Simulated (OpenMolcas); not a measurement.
Exact exchange and the vertical energy of the triplet above the singlet of [BF2]+

[BF2]+ has 3 atoms, charge +1, and is taken as a singlet. SMILES: `F[B+]F`. The coordinates come from a PBE0-D4/def2-TZVP relaxation.

The vertical energy of the triplet above the singlet y, in eV, basis cc-pVTZ; a is the functional's share of exact exchange. Programs: OpenMolcas 26.06.

| functional | program | a | y (eV) |
| --- | --- | --- | --- |
| BLYP | OpenMolcas | 0 | 10.79 |
| r2SCAN | OpenMolcas | 0 | 11.25 |
| B3LYP | OpenMolcas | 0.2 | 11.43 |
| PBE0 | OpenMolcas | 0.25 | ? |
| BHLYP | OpenMolcas | 0.5 | 11.96 |

Q: Fit y = c + s·a to the known rows and predict PBE0.

A: 
1. Means of the 4 rows: a = 0.1750, y = 11.357.
2. Σ(Δa)² = 0.1675, Σ(Δa·Δy) = 0.31575, so the slope is 0.31575/0.1675 = 1.8851.
3. Intercept: 11.357 − (1.8851) × 0.1750 = 11.027. The largest residual of the fit is 0.24.
4. PBE0: 11.027 + (1.8851) × 0.25 = 11.50 eV.

The run gave 11.49 eV, so the prediction is off by +0.01 eV, within the scatter of the fit. The rows mix families of semi-local functionals, which the line can't see.
